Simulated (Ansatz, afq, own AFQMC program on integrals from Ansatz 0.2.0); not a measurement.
# Atomization energy of CH2Al, doublet

```
atom   x (Å)    y (Å)    z (Å)
  Al  0.0000   0.0000   0.7050
   C  0.0000   0.0000  -1.2658
   H  0.0000  -0.8961  -1.8941
   H  0.0000   0.8961  -1.8941
```

Connectivity, by distances: Al–CH2.

Atoms in their ground-state spins without spin–orbit coupling (mostly on UHF) minus the molecule (UHF), without zero-point energy. The geometry is a stationary point, not shown to be a minimum.

Basis cc-pVDZ. Noble-gas cores (and the filled d shells of Ga–Kr and In–Xe) are frozen. Ansatz 0.2.0 and our own AFQMC program on the same integrals; the CISD trial comes from CCSD amplitudes, and released means the phaseless constraint is let go. Free AFQMC starts from the CCSD state and is never constrained. Its projection time is finite, and what remains of the start isn't in its error. Error bars are statistical, one sigma. The errors of all members are added in quadrature.

No full CI on the walks' own integrals is used here; CCSDT(Q) serves as the reference and is uncertain by about the last step of the cluster series. Each member takes its own surest rung, up to full CI.

Errors are counted within cc-pVDZ, not against nature.

Cautions: CH₂Al (doublet): the determinant is a saddle point among determinants of its kind; other spins of the molecule weren't checked.

Reference (CCSDT(Q)): 10.950 eV.

| level | atomization energy (eV) | error against CCSDT(Q) (eV) |
| --- | --- | --- |
| HF | 8.800 | -2.150 |
| MP2 | 10.963 | 0.013 |
| CCSD | 10.849 | -0.101 |
| CCSD(T) | 10.937 | -0.013 |
| ph-AFQMC/HF | 11.028 ± 0.048 | 0.078 ± 0.048 |
| ph-AFQMC/CISD | 10.957 ± 0.014 | 0.007 ± 0.014 |
| released AFQMC | 10.933 ± 0.011 | -0.017 ± 0.011 |
| free AFQMC | 10.955 ± 0.020 | 0.005 ± 0.020 |

Correlation beyond CCSD(T) adds 0.013 eV. The perturbative (T) step is worth +0.089 eV.

Free projections are given only where their last times agree within the noise and don't stop above the reference; a slow remainder of the start can still hide under it. A walk keeps the symmetry of its determinant, which the program's search chose and which needn't be the lowest solution, so a lower state of the same spin and another symmetry isn't excluded. Released energies are given only where the last usable release times agree within the noise; a slower fall can still hide under it.
